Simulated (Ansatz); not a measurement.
# CH7NSi: up Jacob's ladder to CCSD(T)

How much do the methods differ for CH7NSi? The plan is to run it at one geometry with functionals of several rungs and with coupled cluster, and see how far each lands from CCSD(T) at the basis-set limit for the atomisation energy.

The runs use Ansatz 0.2.0, Gaussian basis; functionals in def2-TZVPP, the program's frozen cores in correlated methods.

Levels to be run: LDA (SPW92), PBE-D4, revPBE-D4, BLYP-D4, r2SCAN-D4, B97M-V, PBE0-D4, B3LYP-D4, r2SCANh-D4, r2SCAN0-D4, HSE06-D4, BHLYP-D4, CAM-B3LYP-D4, LC-ωPBE, ωB97X-V, ωB97M-V, B2PLYP, PBE-QIDH; CCSD(T)/def2-SVP; CCSD(T)/def2-TZVPP; MP2/def2-QZVPP; extrapolation to the limit; RPA on PBE.

## 1. The geometry

An earlier PBE0-D4 in a triple-zeta def2 set relaxation fixed the geometry.

SMILES `C[SiH2]N`, 10 atoms, charge 0, spin multiplicity 1.

Atoms are counted from 1 here; the program's logs count them from 0.

Bond lengths: C1–Si2 1.871 Å, C1–H4 1.094 Å, C1–H5 1.093 Å, C1–H6 1.093 Å, Si2–N3 1.720 Å, Si2–H7 1.489 Å, Si2–H8 1.489 Å, N3–H9 1.007 Å, N3–H10 1.007 Å. Angles: Si2–C1–H4 110.5°, Si2–C1–H5 111.2°, Si2–C1–H6 111.2°, H4–C1–H5 107.9°, H4–C1–H6 107.9°, H5–C1–H6 108.0°, C1–Si2–N3 116.4°, C1–Si2–H7 108.4°, C1–Si2–H8 108.4°, N3–Si2–H7 106.9°, N3–Si2–H8 106.9°, H7–Si2–H8 109.8°, Si2–N3–H9 120.7°, Si2–N3–H10 120.7°, H9–N3–H10 111.1°.

## 2. LDA

This LDA is Slater exchange with PW92 correlation.

Contents of in.yaml:

```yaml
crystal:
  periodic: [false, false, false]
  atoms:
    - {symbol: C, position_ang: [-1.164036, 0.523693, -0.550479]}
    - {symbol: Si, position_ang: [0.201262, -0.665157, -0.076718]}
    - {symbol: N, position_ang: [1.478051, -0.020913, 0.879671]}
    - {symbol: H, position_ang: [-1.921775, 0.016263, -1.154969]}
    - {symbol: H, position_ang: [-0.773154, 1.361008, -1.134476]}
    - {symbol: H, position_ang: [-1.657858, 0.930922, 0.335654]}
    - {symbol: H, position_ang: [0.818482, -1.192399, -1.324873]}
    - {symbol: H, position_ang: [-0.399190, -1.784167, 0.700508]}
    - {symbol: H, position_ang: [2.165163, 0.592997, 0.474429]}
    - {symbol: H, position_ang: [1.336154, 0.186654, 1.854353]}
basis:
  gaussian: {orbitals: def2-TZVPP}
hamiltonian: {xc: lda}
output: {orbitals: {seedname: orbitals}}
```

The runs that follow: PBE-D4 (GGA); revPBE-D4 (GGA); BLYP-D4 (GGA); r2SCAN-D4 (meta-GGA); B97M-V (meta-GGA); PBE0-D4 (hybrid); B3LYP-D4 (hybrid); r2SCANh-D4 (hybrid); r2SCAN0-D4 (hybrid); HSE06-D4 (hybrid); BHLYP-D4 (hybrid); CAM-B3LYP-D4 (range-separated); LC-ωPBE-D4 (range-separated); ωB97X-V (range-separated); ωB97M-V (range-separated); B2PLYP (double hybrid); PBE-QIDH (double hybrid); CCSD(T) in def2-SVP; CCSD(T) in def2-TZVPP; MP2 in def2-QZVPP; RPA on PBE orbitals.

**Question.** What will the summary of the whole plan be? Wanted: atomisation energy, CCSD(T)/CBS; farthest beyond LDA; mean size of error, GGA; mean size of error, meta-GGA; mean size of error, hybrid; mean size of error, range-separated; mean size of error, double hybrid; gap, smallest and largest; T1 diagnostic.

The runs gave:

| quantity | value |
| --- | --- |
| atomisation energy, CCSD(T)/CBS | 3449.4 kJ/mol |
| functionals within 17.2 kJ/mol (0.5 %) | PBE-D4, BLYP-D4, B97M-V, B3LYP-D4, ωB97X-V, ωB97M-V |
| farthest beyond LDA | BHLYP-D4 (-62.5 kJ/mol) |
| mean size of error, GGA | 27.0 kJ/mol |
| mean size of error, meta-GGA | 8.9 kJ/mol |
| mean size of error, hybrid | 32.3 kJ/mol |
| mean size of error, range-separated | 16.9 kJ/mol |
| mean size of error, double hybrid | 40.8 kJ/mol |
| gap, smallest and largest | 5.56 eV (BLYP-D4), 12.79 eV (LC-ωPBE) |
| T1 diagnostic | 0.0093 |
| triples share of the correlation energy | 3.4 % |

What this shows: The LDA atomisation energy is off by 399.0 kJ/mol (12 %): it overbinds. PBE-D4 misses by +8.7 kJ/mol. Double hybrids carry the basis error of their MP2 part in triple zeta, and no dispersion term here, so their miss is partly the set-up's. The rungs meta-GGA, range-separated miss on average by less than the doubt on the reference (17.2 kJ/mol), so they tie. The reference freezes the cores and leaves out relativity and excitations past (T), so misses under about 17.2 kJ/mol can't be ranked. Hartree-Fock recovers 74 % of the binding; the rest is correlation. CCSD(T) in def2-SVP is off by -229.4 kJ/mol, which most functionals beat. The gap grows from 5.6 to 12.8 eV across the functionals, mostly with the share of exact exchange.
